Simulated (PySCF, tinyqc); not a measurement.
Ways to converge the cycle: SCF convergence aids in the sto-3g basis, for BH, spin multiplicity 1. Computed by the program tinyqc with PySCF. RHF with one setting changed at a time; a run stops when the energy changes by less than 1e-09 hartree and the error matrix is below 1e-5. The start is random orbitals. Damping d keeps d of the old density; a shift (hartree) raises the virtual levels; DIIS n extrapolates F over n matrices.

Geometry (angstrom):
```
atom,x,y,z
B,0.0000,0.0000,0.0000
H,0.0000,0.0000,2.4000
```

lowest restricted solution found by these runs and by PySCF = -24.529605 hartree

Largest element of the error matrix X^T (FDS - SDF) X:
```
iteration,plain,damping 0.3,damping 0.6,shift 0.4,DIIS 3,DIIS 8
1,6.1e+00,6.1e+00,6.1e+00,6.1e+00,6.1e+00,6.1e+00
2,2.5e-01,1.8e+00,3.5e+00,5.6e-01,2.5e-01,2.5e-01
3,2.1e-01,5.9e-01,2.1e+00,1.7e-01,2.1e-01,2.1e-01
4,2.5e-01,1.9e-01,1.3e+00,1.1e-01,1.2e-01,1.2e-01
5,1.3e-01,6.2e-02,8.0e-01,9.8e-02,4.0e-02,6.0e-02
6,6.6e-02,3.0e-02,4.9e-01,7.3e-02,2.5e-02,2.1e-02
8,1.4e-02,2.4e-02,1.8e-01,3.6e-02,1.2e-02,1.8e-02
10,6.2e-03,1.8e-02,6.9e-02,3.0e-02,6.5e-04,1.5e-03
14,2.1e-03,8.9e-03,2.4e-02,2.0e-02,2.3e-06,1.5e-07
20,4.3e-04,3.1e-03,1.5e-02,1.0e-02,-,-
30,3.0e-05,5.2e-04,5.7e-03,3.2e-03,-,-
45,-,3.7e-05,1.3e-03,5.2e-04,-,-
60,-,-,3.1e-04,8.6e-05,-,-
```

How each run ends:
```
run,iterations,E (hartree),state
plain,35,-24.529605,lowest found
damping 0.3,53,-24.529605,lowest found
damping 0.6,>60,-24.529604,"falls steadily but slowly, by a factor of about 0.91 a step"
shift 0.4,>60,-24.529605,"falls steadily but slowly, by a factor of about 0.89 a step"
DIIS 3,14,-24.529605,lowest found
DIIS 8,14,-24.529605,lowest found
```

What does the comparison show, and why?

4 of 6 runs reach the lowest restricted solution found, in 14 to 53 iterations (fastest: DIIS 3, DIIS 8). Not converged: damping 0.6, shift 0.4. Plain steps already contract here, so damping only slows them. DIIS 3 and DIIS 8 gain by cancelling the error over several earlier matrices, much as a quasi-Newton step does. The restricted reference is unstable here: a spin-polarised solution lies 0.0932 hartree lower (PySCF), so results built on it describe a poor reference.
